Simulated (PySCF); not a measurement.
Species: CH3S (doublet state).
SMILES with atom numbers: `[CH3:1][S:2]` (hydrogens: H3, H4, H5 on C1)

Structure used (PBE0-D3(BJ)/def2-SVP), in Å, numbered top down from 1:
```
atom  x, y, z in Å
C1    -0.1245    0.0100    0.0142
S2     1.6617    0.0890    0.0016
H3    -0.4161   -0.6450   -0.8267
H4    -0.5174   -0.4417    0.9374
H5    -0.5864    0.9934   -0.1608
```

Method used: UKS BHandHLYP, IGLO-III on C S, pcH-1 on H, non-relativistic, mean-field spin-orbit, GIAO in PySCF 2.14.0. Isolated species at its PBE0-D3(BJ)/def2-SVP geometry, gas phase.

Output of the driver script. The program numbers atoms from 0.

```
UKS, coarse grid
  cycle   1  E = -438.03780294  |g| = 1.36e-01
  cycle   2  E = -438.05067246  |g| = 5.52e-02
  cycle   3  E = -438.05252737  |g| = 3.05e-02
  cycle   4  E = -438.05305222  |g| = 8.11e-03
  cycle   5  E = -438.05311338  |g| = 2.81e-03
  cycle   6  E = -438.05311980  |g| = 8.07e-04
UKS, final grid
  cycle   1  E = -438.05312350  |g| = 4.72e-04
  cycle   2  E = -438.05312361  |g| = 3.77e-04
  cycle   3  E = -438.05312368  |g| = 8.97e-05
  cycle   4  E = -438.05312370  |g| = 4.20e-05
  cycle   5  E = -438.05312370  |g| = 8.81e-06
internal stability: stable
E = -438.05312370 Eh   <S^2> = 0.7554 (exact 0.7500)
g shifts (ppm)      1          2          3
  rmc          -220       -220       -220
  gc            -21         44         39
  oz_so          29      16702     768240
  total        -212      16527     768059
hyperfine (MHz)  atom isotope    a_iso     a_fc   dipolar eigenvalues
    0   13C     -17.37     -17.37     -2.93     -0.58      3.50
    1   33S      32.63      32.63    -87.79    -87.17    174.96
    2    1H     116.68     116.68     -5.68     -1.67      7.35
    3    1H      23.70      23.70     -3.76     -2.93      6.68
    4    1H      26.04      26.04     -3.79     -2.92      6.72
```

**Question.** The SCF converged. Why should these EPR parameters still be doubted?

**Answer.** The largest g shift is +0.768, past the limit of 0.03 at which the run flags a species of elements up to argon. The orbital-Zeeman/spin–orbit term is second order, a sum of spin–orbit matrix elements over excitation energies, so it grows and becomes less reliable as an excited state comes close; a shift this large should be checked with a method that treats spin–orbit coupling variationally or among several states. The contact and dipolar couplings don't rest on that expansion, but they belong to the state that the SCF found, and a close-lying state with the spin in another orbital would have other couplings. The run left out the spin–orbit part of the hyperfine coupling.

**Question.** Where is the spin in this solution (atoms counted from 1)?

**Answer.** Largest spin populations (Mulliken): S2 (+1.00) and C1 (-0.07). S2 is the only atom above +0.15. The positive populations add up to 1.07 and the negative ones to -0.07, together 2S = 1. ⟨S²⟩ = 0.7554 against the exact 0.7500, so spin contamination is small. 

**Question.** Average a_iso over equivalent nuclei, turn it into first-order splittings with g = 2.0023, and give the multiplets for abundant isotopes (0.05 mT or more).

**Answer.** 
```json
{"nuclei (from 1)": "H3/H4/H5", "isotope": "1H", "I": "1/2", "position": "2 bonds from S2", "a_iso (MHz)": "55.5", "|a| (mT)": "1.98", "splits into": "1:3:3:1 quartet"}
```

Nuclei that the bonding pattern makes equivalent are averaged, as if the motion that swaps them (rotation, inversion, ring flip) were fast. The three 1H nuclei of mean +55.5 MHz run from 23.7 to 116.7 MHz in the frozen geometry.

Hardware: one thread of an x86-64 server (shared host). Cost: 4.8 s of wall time.
